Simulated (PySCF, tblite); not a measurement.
# H3BrO, a complex of two parts as drawn: NMR shifts, interaction energy, infrared bands, spin-spin couplings, core binding energies and electronic excitations

An exercise on one series of results from a longer session: the logs are not shown, and one member is left open.

Programs: tblite 0.8.0 and PySCF 2.14.0. All values are calculated, for the isolated system unless a continuum is named. Atoms count from 0, parts from 1.

### The system as given

5 atoms, charge 0, multiplicity 1; geometry: rigid parts in contact. Parts: 1 = atoms 0–3, `[OH3+]`, charge 1; 2 = atom 4, `[Br-]`, charge -1.

Set-up of the first run:

The job: settings as JSON, then the geometry in Å.

```
{"job": {"kind": "dock", "xc": "GFN2-xTB", "basis": "xTB"}, "charge": 0, "multiplicity": 1, "parts": [{"atoms": "0-3", "charge": 1, "multiplicity": 1}, {"atoms": "4-4", "charge": -1, "multiplicity": 1}]}
O      0.002945    -0.003347     0.213061
H     -0.434327     0.836866    -0.052111
H     -0.508256    -0.792240    -0.076372
H      0.939638    -0.041279    -0.084578
Br     2.337503     1.297422    -1.572015
```

Method: GFN2-xTB search for minima from random contacts, gas phase.

Launch:

```sh
$ OMP_NUM_THREADS=1 python cluster_run.py task.json out
```

One launch serves the whole session: the jobs run in the order shown.

Among the steps run: Search for minima with GFN2-xTB; Relaxing the molecule at PBE0-D3(BJ)/def2-TZVPD; Nuclear shieldings: PBE0/aug-pcSseg-3; Coupled-cluster interaction energy: CCSD(T) and MP2.

One of the session's tables, all rows but one given; the rest of the session is left out.

It belongs to the step «Coupled-cluster interaction energy: CCSD(T) and MP2». 

| method | interaction energy (kcal/mol) |
| --- | --- |
| HF/aug-cc-pVDZ | ? |
| MP2/aug-cc-pVDZ | -243.71 |
| CCSD/aug-cc-pVDZ | -245.12 |
| CCSD(T)/aug-cc-pVDZ | -243.82 |
| HF/aug-cc-pVQZ | -252.38 |
| MP2/aug-cc-pVQZ | -247.64 |
| SCS-MP2/aug-cc-pVQZ | -247.60 |
| MP2, extrapolated | -247.89 |
| CCSD(T), limit estimate | -248.01 |

**Question.** Estimate the row for HF/aug-cc-pVDZ.

The run gave: interaction energy (kcal/mol): -250.10. In the column «interaction energy (kcal/mol)» it lies between HF/aug-cc-pVQZ (-252.38) and CCSD(T), limit estimate (-248.01).

At this geometry H1 has moved to Br4 of another part (1.45 Å), so this energy is mostly that of cutting a chemical bond between strained fragments, not an intermolecular interaction.

Limits of these values: Shifts at one fixed geometry are not the observed spectrum, which averages over the motion. The interaction energy leaves out the deformation of the parts, 89.90 kcal/mol at MP2. So large a deformation means that a part is far from its own minimum, so a sum across the two methods would be rough.
